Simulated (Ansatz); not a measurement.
```yaml
crystal:
  periodic: [false, false, false]
  atoms:
    - {symbol: Si, position_ang: [-1.713288, -0.279548, -0.097860]}
    - {symbol: Ga, position_ang: [0.703103, 0.120895, 0.011395]}
    - {symbol: H, position_ang: [-1.893215, 0.565167, 1.160535]}
    - {symbol: H, position_ang: [-1.519721, -1.563937, 0.703609]}
    - {symbol: H, position_ang: [2.516151, 0.425418, 0.074426]}
basis:
  gaussian: {orbitals: def2-TZVP}
hamiltonian: {xc: pbe0}
relax: {f_tol: 0.004, max_steps: 80}
```

```sh
$ ansatz run in.yaml --threads 1 --pin off --events-out ev --progress --plain --max-ram 2176MiB
```

Steps of the relaxation (energy above the last step; positions in Å, forces in eV/Å):

```
5
step 1, 507.1 meV
Si   -1.713   -0.280   -0.098    0.312    0.074   -0.090
Ga    0.703    0.121    0.011    1.040    0.070    0.525
H    -1.893    0.565    1.161    0.214    0.165   -0.078
H    -1.520   -1.564    0.704    0.250   -0.041   -0.123
H     2.516    0.425    0.074   -1.816   -0.268   -0.234
```

```
5
step 2, 184.9 meV
Si   -1.663   -0.269   -0.108    0.673    0.104    0.067
Ga    0.736    0.107    0.103   -0.619   -0.134    0.120
H    -1.842    0.594    1.140    0.095    0.076   -0.053
H    -1.463   -1.564    0.677    0.110   -0.013   -0.072
H     2.326    0.399    0.042   -0.259   -0.032   -0.062
```

```
5
step 3, 109.3 meV
Si   -1.631   -0.262   -0.114    0.116    0.024   -0.017
Ga    0.645    0.079    0.159   -0.069    0.018   -0.140
H    -1.757    0.635    1.118   -0.013   -0.036    0.040
H    -1.372   -1.562    0.646   -0.021    0.011    0.050
H     2.207    0.378    0.044   -0.012   -0.016    0.067
```

```
5
step 7, 75.1 meV
Si   -1.762   -0.277   -0.149   -0.018   -0.044    0.191
Ga    0.504    0.091   -0.012    0.247    0.022    0.101
H    -1.554    0.625    1.114    0.070   -0.069   -0.154
H    -1.184   -1.486    0.661    0.032    0.143   -0.108
H     2.089    0.316    0.237   -0.331   -0.052   -0.030
```

```
5
step 10, 38.2 meV
Si   -1.904   -0.321   -0.060    0.192    0.111   -0.362
Ga    0.349    0.072   -0.052   -0.257    0.033   -0.364
H    -1.283    0.682    0.995    0.066   -0.118    0.298
H    -0.917   -1.399    0.548    0.045    0.004    0.324
H     1.848    0.234    0.422   -0.045   -0.030    0.103
```

```
5
step 14, 0.0 meV
Si   -1.885   -0.310   -0.098   -0.019   -0.003   -0.003
Ga    0.342    0.084   -0.110    0.007    0.000    0.004
H    -1.266    0.639    1.026    0.002    0.003    0.000
H    -0.914   -1.369    0.595    0.003   -0.002   -0.001
H     1.817    0.224    0.439    0.006    0.001    0.000
```

```
5
step 15, 0.0 meV
Si   -1.886   -0.310   -0.098   -0.001    0.000   -0.001
Ga    0.342    0.083   -0.109    0.001    0.000    0.000
H    -1.266    0.639    1.026    0.000    0.000    0.000
H    -0.913   -1.369    0.595    0.000    0.000    0.000
H     1.817    0.225    0.439    0.000    0.000    0.000
```

Close pairs at the end: Ga2–H5 1.580 Å, Si1–H3 1.596 Å, Si1–H4 1.596 Å, Ga2–H4 2.045 Å, Ga2–H3 2.045 Å, Si1–Ga2 2.262 Å.

A stationary point of restricted PBE0 after 15 steps (its stability towards spin polarisation wasn't tested); no frequencies were run, so it isn't proven a minimum. 35 s on 1 thread of Arm Neoverse V2, shared host.
